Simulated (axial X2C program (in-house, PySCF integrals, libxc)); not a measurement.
## Ionising PF

Computed with an in-house all-electron X2C program for linear molecules (integrals from PySCF), spin-free (one-electron X2C) or two-component (2c: spin–orbit coupling with atomic mean-field Coulomb and Gaunt terms, which also bring small scalar terms), in Dyall basis sets with cores contracted in-house; open shells are unrestricted.

Basis sets: F dyall-av3z, P dyall-v3z. Frozen shells (counts by l): PF P 2s1p, F 1s, 12 electrons correlated; PF⁺ P 2s1p, F 1s, 11 electrons correlated. Coupled cluster in natural virtuals with an MP2 remainder. Where the outer core of a metal is frozen, bonds come out longer and ionisation energies lower.

| Hamiltonian | level | PF state | Re (Å) | ωe (cm⁻¹) | De (eV) |
| --- | --- | --- | --- | --- | --- |
| spin-free | HF | M_S = 1, Λ = 0 | 1.580 | 900.3 | 2.74 |
| spin-free | PBE0 | M_S = 1, Λ = 0 | 1.606 | 844.6 | 4.64 |
| spin-free | MP2 | M_S = 1, Λ = 0 | 1.614 | 829.8 | 4.64 |
| spin-free | CCSD | M_S = 1, Λ = 0 | 1.607 | 845.5 | 4.29 |
| spin-free | CCSD(T) | M_S = 1, Λ = 0 | 1.614 | 829.0 | 4.41 |
| 2c | HF | Ω = 1 | 1.580 | 900.1 | 2.73 |
| 2c | PBE0 | Ω = 1 | 1.606 | 844.4 | 4.64 |
| 2c | MP2 | Ω = 1 | 1.614 | 829.7 | 4.63 |
| 2c | CCSD | Ω = 1 | 1.607 | 845.5 | 4.28 |
| 2c | CCSD(T) | Ω = 1 | 1.614 | 829.2 | 4.40 |

Adiabatic ionisation energy (minimum to minimum, no zero-point term) and constants of PF⁺:

```csv
Hamiltonian,level,PF⁺ state,IE (eV),Re (Å),ωe (cm⁻¹),De (eV),fragments
spin-free,HF,"M_S = 1/2, Λ = 1",9.39,1.491,1127.1,3.25,P+ + F
spin-free,PBE0,"M_S = 1/2, Λ = 1",9.78,1.520,1042.0,5.38,P+ + F
spin-free,MP2,"M_S = 1/2, Λ = 1",9.57,1.524,1038.7,5.55,P+ + F
spin-free,CCSD,"M_S = 1/2, Λ = 1",9.61,1.516,1056.9,5.08,P+ + F
spin-free,CCSD(T),"M_S = 1/2, Λ = 1",9.59,1.524,1030.9,5.27,P+ + F
2c,HF,Ω = 1/2,9.37,1.491,1126.9,3.25,P+ + F
2c,PBE0,Ω = 1/2,9.76,1.520,1041.9,5.40,P+ + F
2c,MP2,Ω = 1/2,9.54,1.524,1038.5,5.56,P+ + F
2c,CCSD,Ω = 1/2,9.59,1.517,1056.7,5.09,P+ + F
2c,CCSD(T),Ω = 1/2,9.57,1.524,1030.8,5.28,P+ + F
```

**Question.** Add the zero-point terms to the ionisation energy at CCSD(T), 2c, and say whether the electron removed was bonding.

**Answer.** IE0 = IE + (ωe⁺ − ωe)/2 = 9.57 + (0.012) = 9.58 eV. Re changes by -0.090 Å, but the two determinants differ by more than one electron in one block, so no single orbital tells the change.

**Question.** Close the cycle De(PF⁺) + IE(PF) = De(PF) + IE(P) to find the atomic ionisation energy at CCSD(T), 2c.

**Answer.** IE(P) = 5.28 + 9.57 − 4.40 = 10.45 eV, for the determinants used.

Each entry is the lowest single determinant of a limited PBE0 search at one distance. De goes to single-determinant-based atoms at the same level (for ions the charge split of lowest energy) and is withheld (n/a) where an atom does not fit its ground term or J level. Main or longest-lived isotopes. One determinant is a doubtful description, or other states lie close, for PF; these need not be ground states, and all values refer to the states named. Some open-shell Ω = 0 determinants are out of reach, so the Ω given for PF need not be the lowest component. With several unpaired electrons the Ω given is that of one determinant, not necessarily of the lowest component. Some light 2c atoms are not at their ground J level, so De misses part of their lowering (0.04 eV or less). The functionals have no current term, which raises determinants with orbital currents.
